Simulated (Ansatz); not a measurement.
How far each method lies from RCCSDTQ for H$_{2}$Ge–BH, singlet

Geometry: a point of a stretch scan, not a stationary point.

```xyz
5

Ge   -0.0262    0.0000    0.2229
B     0.1168    0.0000   -1.4330
H     0.4170    1.2770    0.9406
H     0.4170   -1.2770    0.9406
H    -0.1999    0.0000   -2.5730
```

Basis cc-pVDZ; Ansatz 0.2.0. Only valence electrons are correlated (noble-gas cores and the filled d shells of p-block atoms frozen), which leaves 10 electrons in 41 orbitals. Prefix R: restricted or restricted open-shell reference; prefix U: unrestricted. Active spaces: valence = (10e, 11o) chosen from the atoms' valence shells; pair = (2e, 2o) about the gap. No spin–orbit coupling is included, and no scalar relativity.

Full CI isn't at hand for all of this; RCCSDTQ serves as the reference, and is uncertain by the last step of the cluster series or more. The frozen core follows each run's orbitals, which can shift R against U totals by a few meV for light atoms and by up to 0.1 eV past Ca.

* UHF ⟨S²⟩: 0.150
* T1 diagnostic (RCCSD): 0.0187
* largest doubles amplitude (RCCSD): 0.145

| level | E − E(RHF) (eV) |
| --- | --- |
| RMP2 | -4.5846 |
| RCCSD | -5.5947 |
| RCCSD(T) | -5.7884 |

Q: Estimate how far RCCSDTQ in cc-pVDZ lies from RCCSD(T). The table doesn't fix it; the size of (T) and the diagnostics are the guide.

A: RCCSDTQ in cc-pVDZ lies 4.3 kJ/mol below RCCSD(T), which is 23 % of the (T) step (-18.7 kJ/mol). A doubles amplitude is large, RHF is unstable towards spin polarisation, but (T) still catches most of what CCSD lacks. The miss exceeds 1 kcal/mol.

The other levels:

```json
{"level": "BCCD(T)", "E − E(RCCSDTQ) (kJ/mol)": "4.2", "share of correlation (%)": "99.25", "wall time": "0.91 s"}
{"level": "RCCSDT", "E − E(RCCSDTQ) (kJ/mol)": "1.1", "share of correlation (%)": "99.81", "wall time": "–"}
{"level": "RCCSDT(Q)", "E − E(RCCSDTQ) (kJ/mol)": "0.0", "share of correlation (%)": "100.00", "wall time": "6 s"}
{"level": "CASSCF (pair space)", "E − E(RCCSDTQ) (kJ/mol)": "503.3", "share of correlation (%)": "10.56", "wall time": "–"}
{"level": "NEVPT2 (pair space)", "E − E(RCCSDTQ) (kJ/mol)": "108.7", "share of correlation (%)": "80.69", "wall time": "2.2 s"}
{"level": "MRCISD (pair space)", "E − E(RCCSDTQ) (kJ/mol)": "49.9", "share of correlation (%)": "91.13", "wall time": "–"}
{"level": "MRCISD+Q (pair space)", "E − E(RCCSDTQ) (kJ/mol)": "4.2", "share of correlation (%)": "99.26", "wall time": "2.5 s"}
{"level": "CASSCF (valence space)", "E − E(RCCSDTQ) (kJ/mol)": "293.0", "share of correlation (%)": "47.94", "wall time": "–"}
{"level": "NEVPT2 (valence space)", "E − E(RCCSDTQ) (kJ/mol)": "79.1", "share of correlation (%)": "85.94", "wall time": "3.8 s (H100)"}
{"level": "MRCISD (valence space)", "E − E(RCCSDTQ) (kJ/mol)": "16.8", "share of correlation (%)": "97.02", "wall time": "–"}
{"level": "MRCISD+Q (valence space)", "E − E(RCCSDTQ) (kJ/mol)": "1.4", "share of correlation (%)": "99.76", "wall time": "7 s (H100)"}
```

The correlation energy at RCCSDTQ, counted from RHF, is -5.833 eV. That run took 7 s on 2 threads of AMD EPYC 7R13 with a shared H100 80 GB, shared host.

Run but not shown, since their state, orbitals or frozen core can't be matched to the reference's or they repeat it: UHF.

Times hold each run's SCF and search for its determinant on a shared host, so for small cases they say little of a method's own cost; rows without a card ran on 1 thread of AMD EPYC 7R13. Some runs computed forces too.

Natural occupations of CASSCF (valence space) about the gap: 1.984 1.980 1.961 1.958 1.912 0.088 0.040 0.030 0.019 0.016; effectively unpaired electrons, Σ n²(2−n)², 0.08.
